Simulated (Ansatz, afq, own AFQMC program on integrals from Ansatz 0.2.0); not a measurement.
**TiCl⁺, septet in def2-SVP, levels against CCSDT(Q)**

```yaml
atoms:
  - { symbol: Ti, position_ang: [0.0000, 0.0000, 0.0000] }
  - { symbol: Cl, position_ang: [0.0000, 0.0000, 3.2806] }
```

Basis def2-SVP. Only valence electrons are correlated. AFQMC by an in-house program on the Cholesky factors that Ansatz 0.2.0 writes for its CCSD(T) run. The CISD trial takes its coefficients from CCSD amplitudes. Released means that phaseless walkers are propagated on without the constraint, phases kept. Uncertainties: one standard error, sampling alone. The metal's outer-core s and p shells are frozen, which shifts wave-function levels against functionals.

Determinant: UHF, the one that the program's search chose, which needn't be the lowest solution. The geometry is a PBE0/def2-TZVP stationary point of this or a neighbouring charge and spin state.

No full CI on the walks' own integrals is used here; CCSDT(Q) serves as the reference and is uncertain by about the last step of the cluster series.

Cautions: no relativity below Rb; outer-core shells of the metal frozen; another spin lies lower (by 7.51 eV); the released energies have errors that jump between times, so the bars are unsure, so no released level is given (meV from the phaseless value at times in 1/Eh: 3 ± 9 at 0.60, -13.7 ± 1.7 at 1.20, -12.6 ± 1.6 at 2.00, 9 ± 15 at 3.00, 4 ± 13 at 4.20).

The T1 diagnostic is 0.0182. The weight of the determinant in the CISD state is 0.928 and the ⟨S²⟩ of the determinant is 12.008. The size of the correlated space is 10 electrons in 35 orbitals.

Reference: CCSDT(Q), correlation energy -3.799 eV.

```json
{"level": "HF", "E − E(reference) (kJ/mol)": "366.5", "share of correlation (%)": "0.00"}
{"level": "MP2", "E − E(reference) (kJ/mol)": "73.4", "share of correlation (%)": "79.97"}
{"level": "CCSD", "E − E(reference) (kJ/mol)": "5.7", "share of correlation (%)": "98.45"}
{"level": "CCSD(T)", "E − E(reference) (kJ/mol)": "1.8", "share of correlation (%)": "99.50"}
{"level": "CCSDT", "E − E(reference) (kJ/mol)": "0.3", "share of correlation (%)": "99.92"}
{"level": "ph-AFQMC/CISD", "E − E(reference) (kJ/mol)": "1.7 ± 0.2", "share of correlation (%)": "99.54"}
```
